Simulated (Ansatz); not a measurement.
## [NH2···H···Si], triplet along the distance N1-H4

Starting geometry:

```xyz
5

N    -1.9728   -0.0126   -0.0197
H    -2.2700    0.9552   -0.0197
H    -2.2700   -0.4149    0.8606
H    -0.9603   -0.0126   -0.0197
Si    1.1812   -0.0126   -0.0197
```

From there H4 is moved from one fragment to the other while all else, the fragments' distance too, stays fixed; atoms are numbered as listed. Energies are in eV, counted from the starting geometry at the same level.

Basis cc-pVDZ; Ansatz 0.2.0. Correlated methods freeze the noble-gas cores. R marks a restricted (for open shells ROHF) determinant, U an unrestricted one.

Unrestricted rows (U) aren't spin-pure: their determinants' ⟨S²⟩ exceeds S(S+1) by up to 0.17, so they mix in states of higher spin. For open shells CISD is restricted-active-space CI with the open shells as a complete middle space.

Full CI isn't at hand for all of this; UCCSDT(Q) serves as the reference, and is uncertain by about the last step of the cluster series.

```json
{"distance N1-H4 (Å)": "0.942", "CISD": "0.127"}
{"distance N1-H4 (Å)": "1.012", "CISD": "0.000"}
{"distance N1-H4 (Å)": "1.113", "CISD": "0.209"}
{"distance N1-H4 (Å)": "1.213", "CISD": "0.666"}
{"distance N1-H4 (Å)": "1.313", "CISD": "1.233"}
{"distance N1-H4 (Å)": "1.413", "CISD": "1.707"}
{"distance N1-H4 (Å)": "1.514", "CISD": "1.935"}
{"distance N1-H4 (Å)": "1.614", "CISD": "1.965"}
{"distance N1-H4 (Å)": "1.714", "CISD": "2.039"}
```

Question: Estimate the UCCSDT(Q) curve in cc-pVDZ from this one, knowing how CISD errs.

Answer: The computed UCCSDT(Q) values, in eV from the starting point, and the error of CISD against them:
```
distance N1-H4 (Å)  UCCSDT(Q)  CISD less UCCSDT(Q)
             0.942      0.150               -0.023
             1.012      0.000                0.000
             1.113      0.169                0.040
             1.213      0.575                0.092
             1.313      1.069                0.164
             1.413      1.498                0.209
             1.514      1.733                0.202
             1.614      1.861                0.104
             1.714      2.005                0.033
```

The error spans 0.232 eV and is largest, 0.209 eV, at 1.413 Å.
